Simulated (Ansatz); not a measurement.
Reaction (formal exchange of groups at the Al–Si bond): `[AlH2][SiH2][SiH3]` + `CC` → `C[CH2][AlH2]` + `[SiH3][SiH3]`

Gas-phase electronic energies from Ansatz, PBE0-D4/def2-TZVP geometries. CBS: MP2 limit from def2 TZ/QZ plus the TZ coupled-cluster correction, frozen cores. This one scheme is used for every species. Functionals use def2-TZVPP. B3LYP here is the variant with VWN-RPA as its local correlation; programs differ in this.

```
             level  ΔE (kJ/mol)  difference from CCSD(T)/CBS
         revPBE-D4         38.3                          8.5
            B97M-V         34.1                          4.3
          B3LYP-D4         29.4                         -0.4
        r2SCANh-D4         33.6                          3.8
        r2SCAN0-D4         33.5                          3.7
              PBE0         38.5                          8.7
           r2SCANh         33.4                          3.6
           LC-ωPBE         30.9                          1.1
    MP2/def2-QZVPP         24.1                         -5.7
SCS-MP2/def2-QZVPP         23.4                         -6.4
       CCSD(T)/CBS         29.8                            0
```

Largest T1 diagnostic among the species: 0.013.

Leaving LDA and LC-ωPBE aside and taking each functional with its dispersion term where it has one, the values, not all of them listed here, spread over 17.3 kJ/mol, from ωB97M-V to PBE-D4. LDA lies −4.3 kJ/mol from PBE without D4.
